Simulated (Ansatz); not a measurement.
Reaction: C2H5NO (SMILES CC(N)=O) → C2H4NO (SMILES CC([NH])=O, doublet) + H (doublet) (the H-N bond breaks)
Each species at its own B3LYP-D3(BJ)/def2-TZVP minimum (Ansatz, a program for electronic structure), one conformer.

Total energies in hartree (Ansatz). Open shells are spin-unrestricted; no spin-orbit coupling. Correlated methods leave the cores frozen. No relativity. For partners of very few electrons the exact lower level stands in for a higher one. The UHF reference of C2H4NO (CC([NH])=O, doublet) is spin-contaminated (<S^2> up to 0.14 over the pure value in the sets run).

```tsv
species	HF/cc-pVTZ	CCSD(T)/cc-pVTZ	HF/cc-pVQZ	CCSD(T)/cc-pVQZ	CCSD(T)/cc-pVDZ	CCSDT(Q)/cc-pVDZ
1: C2H5NO (SMILES CC(N)=O)	-208.05966	-208.88986	-208.07545	-208.95571	-208.67023	-208.67268
2: C2H4NO (SMILES CC([NH])=O, doublet)	-207.41609	-208.20269	-207.43106	-208.26561	-207.99422	-207.99808
3: H (doublet)	-0.49981	-0.49981	-0.49995	-0.49995	-0.49928	-0.49928
```

### Question
Work out the bond dissociation energy (electronic) in kcal/mol: take Hartree-Fock from cc-pVQZ, extrapolate the CCSD(T) correlation energy as X^-3 (X = 3, 4), and add CCSDT(Q) - CCSD(T) in cc-pVDZ. 1 hartree = 627.51 kcal/mol.

### Answer

Species 1: correlation (64·(-0.88026) - 27·(-0.83020))/37 = -0.91679; step -0.00245; E1 = -208.07545 + (-0.91679) + (-0.00245) = -208.99469
Species 2: correlation (64·(-0.83455) - 27·(-0.78660))/37 = -0.86954; step -0.00386; E2 = -207.43106 + (-0.86954) + (-0.00386) = -208.30446
Species 3: correlation (64·(0.00000) - 27·(0.00000))/37 = 0.00000; step +0.00000; E3 = -0.49995 + (0.00000) + (+0.00000) = -0.49995
-1·E1 +1·E2 +1·E3 = 0.19028 hartree = 119.4 kcal/mol.
